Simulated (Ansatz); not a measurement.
## HSiGe, doublet: vertical spin and charge gaps

Geometry (PBE0/def2-TZVP stationary point for this spin, not checked as a minimum):

```yaml
atoms:
  - { symbol: Si, position_ang: [0.0000, 0.0000, 0.2315] }
  - { symbol: Ge, position_ang: [0.0000, 0.0000, -1.9584] }
  - { symbol: H, position_ang: [0.0000, 0.0000, 1.7269] }
```

Basis cc-pVDZ; Ansatz 0.2.0. Only valence electrons are correlated (noble-gas cores and the filled d shells of p-block atoms frozen). R marks a restricted (for open shells ROHF) determinant, U an unrestricted one. Active spaces: valence = (9e, 9o) chosen from the atoms' valence shells. No spin–orbit coupling is included, and no scalar relativity.

Gaps are energies of the second state less the first, at fixed atoms, for a selection of the levels run; each method lands on the state that its own search finds for that charge and spin.

Unrestricted rows (U, and Kohn–Sham where it breaks symmetry) aren't spin-pure: their determinants' ⟨S²⟩ exceeds S(S+1) by up to 0.36, so they mix in states of higher spin. Coupled cluster chose its determinant by a search with trial CCSD, here up to 0.14 eV above the lowest Hartree–Fock solution of its kind. For open shells CISD is restricted-active-space CI with the open shells as a complete middle space. A value is left out where its run failed or describes another state than the reference as far as symmetry and spin tell, or, spin-broken singlets apart, can't be checked.

Q: PBE gives 7.736 eV for removing an electron, to the triplet. Estimate what UCCSDTQ gives in cc-pVDZ.

A: UCCSDTQ in cc-pVDZ gives 7.624 eV, so against it PBE is off by 0.112 eV, of which a good part can be the reference's own basis and frozen-core error.

```
                   level  gap (eV)  error (meV)  ⟨S²⟩ where 0.1 over S(S+1) (first / second)
                    CISD     7.333         -291                                        – / –
                 BCCD(T)     7.614          -10                                        – / –
                  UCCSDT     7.608          -16                                     1.11 / –
               UCCSDT(Q)     7.626            2                                     1.11 / –
  CASSCF (valence space)     6.972         -652                                        – / –
  NEVPT2 (valence space)     7.484         -140                                        – / –
  MRCISD (valence space)     7.554          -70                                        – / –
MRCISD+Q (valence space)     7.631            7                                        – / –
                  r2SCAN     7.788          164                                        – / –
                    PBE0     7.690           66                                        – / –
                   B3LYP     7.743          119                                        – / –
                 r2SCAN0     7.727          103                                        – / –
                 wB97M-V     7.608          -16                                        – / –
                  B2PLYP     7.662           38                                        – / –
                 RPA-PBE     7.755          131                                        – / –
```

Q: PBE gives 1.822 eV for quartet less doublet. Estimate what UCCSDTQ gives in cc-pVDZ.

A: UCCSDTQ in cc-pVDZ gives 1.872 eV, so against it PBE is off by -0.050 eV, of which a good part can be the reference's own basis and frozen-core error.

| level | gap (eV) | error (meV) | ⟨S²⟩ where 0.1 over S(S+1) (first / second) |
| --- | --- | --- | --- |
| CISD | 1.592 | -280 | – / – |
| BCCD(T) | 1.863 | -9 | – / – |
| UCCSDT | 1.856 | -16 | 1.11 / – |
| UCCSDT(Q) | 1.875 | 3 | 1.11 / – |
| CASSCF (valence space) | 1.922 | 50 | – / – |
| NEVPT2 (valence space) | 1.915 | 43 | – / – |
| MRCISD (valence space) | 1.897 | 25 | – / – |
| MRCISD+Q (valence space) | 1.889 | 17 | – / – |
| r2SCAN | 1.690 | -182 | – / – |
| PBE0 | 1.661 | -211 | – / – |
| B3LYP | 1.854 | -18 | – / – |
| wB97M-V | 1.777 | -95 | – / – |
| B2PLYP | 1.892 | 20 | – / – |
| RPA-PBE | 1.889 | 17 | – / – |

In so small a basis the reference is far from its limit while semilocal and hybrid functionals are nearer theirs (RPA and double hybrids share part of the reference's basis error), so the functionals' errors here hold much of the reference's basis and frozen-core error, which can add to them or hide them.

Full CI isn't at hand for all of this; UCCSDTQ serves as the reference, and is uncertain by the last step of the cluster series or more. The frozen core follows each run's orbitals, which can shift R against U totals by a few meV for light atoms and by up to 0.1 eV past Ca.
